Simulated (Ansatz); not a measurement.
Two shapes of triplet C₄H₆.

Shape 1:

```xyz
10

C     0.0000    0.0000    0.0000
C     1.4100    0.0000    0.0000
C    -0.7050    1.2211    0.0000
C    -0.7050   -1.2211    0.0000
H     1.9714   -0.9343    0.0000
H     1.9714    0.9343    0.0000
H    -1.7948    1.2401    0.0000
H    -0.1766    2.1744    0.0000
H    -1.7948   -1.2401    0.0000
H    -0.1766   -2.1744    0.0000
```

Shape 2:

```xyz
10

C     0.0099    0.0436   -0.0224
C     1.3973   -0.0464    0.0074
C    -0.7281    1.2056   -0.0411
C    -0.6992   -1.2062    0.0457
H     1.9576   -0.8907   -0.0080
H     1.9867    0.9069   -0.0392
H    -1.7582    1.2712    0.0080
H    -0.1776    2.1782    0.0500
H    -1.8456   -1.2567   -0.0129
H    -0.1911   -2.1629   -0.0450
```

Basis set: cc-pVDZ (spherical functions). Frozen core: 4 orbitals. Charge 0, multiplicity 3.

Computed with Ansatz (development build ahead of 0.2.0); each method stands on the lowest determinant of its kind that the runs found.

**Question.** Which shape is lower in energy, and by how much in each method?

**Answer.**

```
 method  E(2) − E(1) (eV)
    UHF             0.442
UHF-MP2             0.444
```

Shape 1 is lower. Caution: the unrestricted determinant is spin contaminated.
